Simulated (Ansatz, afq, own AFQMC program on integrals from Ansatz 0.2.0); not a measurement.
Where AFQMC and coupled cluster stand for I, doublet

A free I atom.

Basis def2-TZVPP with its core potentials. Only valence electrons are correlated. Integrals, coupled cluster, full CI and functionals: Ansatz 0.2.0; the random walks run on the same integrals in our own AFQMC program. ph-AFQMC/CISD is guided by a CISD state made of CCSD amplitudes; releasing the constraint for a short imaginary time cuts its bias at the price of noise, slowly where states lie close. Free projection: walkers drawn from exp(T), propagated without any constraint. Its projection time is finite, and what remains of the start isn't in its error. Uncertainties: one standard error, sampling alone. No spin–orbit coupling.

Determinant: UHF, the one that the program's search chose, which needn't be the lowest solution.

No full CI on the walks' own integrals is used here; CCSDT(Q) serves as the reference and is uncertain by about the last step of the cluster series.

Cautions: no spin-orbit coupling; inner d shell frozen.

- T1 diagnostic: 0.0069
- weight of the determinant in the CISD state: 0.931
- ⟨S²⟩ of the determinant: 0.760
- size of the correlated space: 7 electrons in 41 orbitals

Task: Estimate: order these by the size of their error in total energy against CCSDT(Q), smallest first.
A. CCSD(T)
B. free-projection AFQMC
C. CCSD
D. MP2

Result: B (0.2 ± 0.1 kJ/mol), A (1.7 kJ/mol), C (12.2 kJ/mol), D (60.4 kJ/mol).

Reference: CCSDT(Q), correlation energy -3.711 eV.

Free projections are given only where their last times agree within the noise and don't stop above the reference; a slow remainder of the start can still hide under it. A walk keeps the symmetry of its determinant, which the program's search chose and which needn't be the lowest solution, so a lower state of the same spin and another symmetry isn't excluded.
